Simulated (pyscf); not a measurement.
Thermochemistry of product channels of H₃C–CH₂–Cl (SMILES CCCl) + F• (SMILES [F]) on the doublet surface, in kJ/mol, from CCSD(T)/def2-TZVPP + ΔMP2(QZVPP) energies (ideal gas, 1 atm, RRHO with modes under 100 cm⁻¹ raised to 100, one conformer, R ln 2 for rigid chiral ones). Structures and frequencies: ωB97X-D3(BJ)/def2-SVP in PySCF. Correlated levels are frozen-core, on RHF or UHF. ΔMP2 is the change of the MP2 total energy from the triple- to the quadruple-zeta basis.

```
products                                                                   ΔE  ΔH(298 K)  ΔG(298 K)  ΔG(1200 K)
---------------------------------------------------------------------  ------  ---------  ---------  ----------
H₃C–F (SMILES CF) + •H₂C–Cl (SMILES [CH2]Cl)                              [?]      -85.2      -99.0         [?]
•H₂C–CH₂–Cl (SMILES [CH2]CCl) + HF (SMILES F)                          -132.5     -143.3     -152.9      -186.8
H₃C–C:–Cl (SMILES C[C]Cl) [singlet] + HF (SMILES F) + H• (SMILES [H])  +273.8     +237.2     +196.3         [?]
```

Question: Some entries are withheld; supply them.

Answer: 
- H₃C–F (SMILES CF) + •H₂C–Cl (SMILES [CH2]Cl), ΔE: -75.2
- H₃C–F (SMILES CF) + •H₂C–Cl (SMILES [CH2]Cl), ΔG(1200 K): -137.4
- H₃C–C:–Cl (SMILES C[C]Cl) [singlet] + HF (SMILES F) + H• (SMILES [H]), ΔG(1200 K): +59.6

These are energies of the channels, which say nothing of barriers. H₃C–C:–Cl [singlet] lies 234.2 kJ/mol over its isomer H₂C=CH–Cl, and others may lie lower still (electronic energy, ωB97M-D3(BJ)). A restricted singlet here is unstable towards spin polarisation, as is usual where a triplet lies low; its energy is less safe. The CCSD(T) − MP2 part came from Ansatz, without density fitting, on the same reference. Left out: orbital degeneracy and the spin-orbit lowering of F.
